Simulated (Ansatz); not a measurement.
# CH₅FSi: one structure at several levels

One table from this session's results is given with a row withheld; the runs are named, their logs left out.

Method: single points in def2-TZVPP; program: Ansatz 0.2.0, Gaussian basis.

Cores are frozen in the correlated methods.

## Starting geometry

SMILES `FC[SiH3]`, 8 atoms, charge 0, spin multiplicity 1.

Atoms are counted from 1 here; the program's logs count them from 0.

Bond lengths: F1–C2 1.398 Å, C2–Si3 1.850 Å, C2–H4 1.141 Å, C2–H5 1.142 Å, Si3–H6 1.501 Å, Si3–H7 1.580 Å, Si3–H8 1.584 Å. Angles: F1–C2–Si3 112.2°, F1–C2–H4 119.0°, F1–C2–H5 97.2°, Si3–C2–H4 104.5°, Si3–C2–H5 123.3°, H4–C2–H5 101.2°, C2–Si3–H6 107.5°, C2–Si3–H7 100.4°, C2–Si3–H8 106.4°, H6–Si3–H7 111.2°, H6–Si3–H8 114.1°, H7–Si3–H8 115.8°.

As a file:

```
F    -0.71994   -0.48989   -1.69875
C    -0.47248    0.41153   -0.65928
Si    0.48741   -0.36001    0.72167
H    -1.35576    0.91954   -0.14529
H    -0.06943    1.26509   -1.30197
H     0.67673    0.68671    1.78021
H     1.84712   -0.67573   -0.01882
H    -0.34722   -1.61846    1.19905
```

The first run:

run/in.yaml reads:

```yaml
crystal:
  periodic: [false, false, false]
  atoms:
    - {symbol: F, position_ang: [-0.719936, -0.489886, -1.698746]}
    - {symbol: C, position_ang: [-0.472485, 0.411529, -0.659277]}
    - {symbol: Si, position_ang: [0.487407, -0.360007, 0.721674]}
    - {symbol: H, position_ang: [-1.355763, 0.919539, -0.145291]}
    - {symbol: H, position_ang: [-0.069428, 1.265087, -1.301967]}
    - {symbol: H, position_ang: [0.676731, 0.686708, 1.780213]}
    - {symbol: H, position_ang: [1.847122, -0.675732, -0.018823]}
    - {symbol: H, position_ang: [-0.347216, -1.618460, 1.199052]}
basis:
  gaussian: {orbitals: def2-TZVPP}
hamiltonian: {xc: pbe, dispersion: d4}
output: {forces: true}
```

The run is started by

```sh
> ansatz run in.yaml --threads 2 --pin off --events-out ev --progress --plain --max-ram 3481MiB
```

Steps of the session up to this table: PBE-D4/def2-TZVPP; r2SCAN-D4/def2-TZVPP; PBE0-D4/def2-TZVPP; wB97M-V/def2-TZVPP; CCSD(T)/def2-TZVPP.

One of the session's tables, all rows but one given; the rest of the session is left out.

| method | RMS force component (eV/Å) | angle to CCSD(T) forces (°) | dipole (D) |
| --- | --- | --- | --- |
| PBE-D4 | ? | ? | ? |
| r2SCAN-D4 | 0.998 | 2.9 | 1.72 |
| PBE0-D4 | 0.997 | 5.3 | 1.77 |
| wB97M-V | 1.040 | 2.8 | 1.81 |
| CCSD(T) | 1.048 | reference | 1.81 |

**Question.** Estimate the row for PBE-D4.

The run gave: RMS force component (eV/Å): 0.927; angle to CCSD(T) forces (°): 7.0; dipole (D): 1.63. In the column «RMS force component (eV/Å)» it is the lowest.

To keep in mind: CCSD(T) in triple zeta still lacks some correlation energy of the bonds, so part of these gaps is its own basis error and they don't rank the functionals.
